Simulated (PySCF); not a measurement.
One molecule, one basis, several functionals.

Acrylic acid, C3H4O2.
SMILES: `C=CC(=O)O`

Torsions of this conformer, `[CH2:1]=[CH:2][C:3](=[O:4])[OH:5]`: C1–C2–C3–O4 0°, H–O5–C3–C2 180°.

PySCF, def2-SVPD basis, density fitting, gas phase, PBE0-D3(BJ)/def2-SVP geometry; singlet excitations by full TDDFT with frozen cores, triplets by Tamm–Dancoff TDDFT and ionisation energies by ΔSCF, from the lowest of the holes tried. One functional is left out:

| functional | exact exchange (%) | HOMO energy (eV) | LUMO energy (eV) | lowest singlet excitation (eV) | lowest triplet excitation (eV) | dipole moment (D) | mean polarisability (au) | vertical ionisation energy (eV) |
| --- | --- | --- | --- | --- | --- | --- | --- | --- |
| LDA | 0 | -6.88 | -2.86 | 4.16 | 3.90 | 1.565 | 47.3 | 10.80 |
| PBE | 0 | -6.67 | -2.61 | 4.18 | 3.86 | 1.546 | 47.1 | 10.51 |
| B3LYP | 20 | -8.09 | -1.87 | 4.77 | 3.84 | 1.616 | 45.8 | 10.73 |
| BHandHLYP | 50 | -9.46 | -0.54 | 5.44 | 3.72 | 1.694 | 44.0 | 10.60 |

**Question.** Predict the row of PBE0 (25 % exact exchange) by straight lines through the other rows, and check it.

**Answer.** 
```
                       property   line  computed  computed − line  B3LYP (20 %), for comparison
               HOMO energy (eV)  -8.18     -8.35            -0.17                         -8.09
               LUMO energy (eV)  -1.64     -1.63            +0.01                         -1.87
 lowest singlet excitation (eV)   4.83      4.87            +0.04                          4.77
 lowest triplet excitation (eV)   3.81      3.77            -0.04                          3.84
              dipole moment (D)  1.626     1.603           -0.023                         1.616
       mean polarisability (au)   45.6      45.2             -0.4                          45.8
vertical ionisation energy (eV)  10.65     10.67            +0.02                         10.73
```
